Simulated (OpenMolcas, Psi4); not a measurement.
A ladder of methods for [CF3]+ (SMILES F[C+](F)F)

[CF3]+: 4 atoms, total charge +1, spin state singlet. SMILES: `F[C+](F)F`. The coordinates come from a PBE0-D4/def2-TZVP relaxation.

| atom | x (Å) | y (Å) | z (Å) |
| --- | --- | --- | --- |
| F | 0.6986 | -0.1146 | 1.0054 |
| C | 0.0000 | 0.0000 | 0.0000 |
| F | -0.6095 | -0.9734 | -0.4394 |
| F | -0.0890 | 1.0880 | -0.5660 |

Each level gives the HOMO–LUMO gap (eV). The values are calculated.

```json
{"level": "BLYP/def2-SVPD", "kind": "GGA", "program": "OpenMolcas", "value (eV)": "7.76", "CPU time": "57 s"}
{"level": "PBE/def2-SVPD", "kind": "GGA", "program": "OpenMolcas", "value (eV)": "7.76", "CPU time": "66 s"}
{"level": "revPBE/def2-SVPD", "kind": "GGA", "program": "OpenMolcas", "value (eV)": "7.81", "CPU time": "61 s"}
{"level": "TPSS/def2-SVPD", "kind": "meta-GGA", "program": "OpenMolcas", "value (eV)": "8.05", "CPU time": "72 s"}
{"level": "r2SCAN/def2-SVPD", "kind": "meta-GGA", "program": "OpenMolcas", "value (eV)": "8.71", "CPU time": "74 s"}
{"level": "BHLYP/def2-SVPD", "kind": "global hybrid", "program": "OpenMolcas", "value (eV)": "14.95", "CPU time": "55 s"}
{"level": "wB97X-V/def2-SVPD", "kind": "range-separated hybrid", "program": "Psi4", "value (eV)": "16.51", "CPU time": "81 s"}
{"level": "DSD-PBEP86/def2-SVPD (density fitting for correlation)", "kind": "double hybrid", "program": "Psi4", "value (eV)": "18.22", "CPU time": "17 s"}
```

The values span 7.76 to 18.22 eV. Orbital gaps aren't excitation energies, and those of double hybrids come from the SCF part alone; they tend to grow with the share of exact exchange. CPU times are rough (shared hosts, several kinds of processor and program).
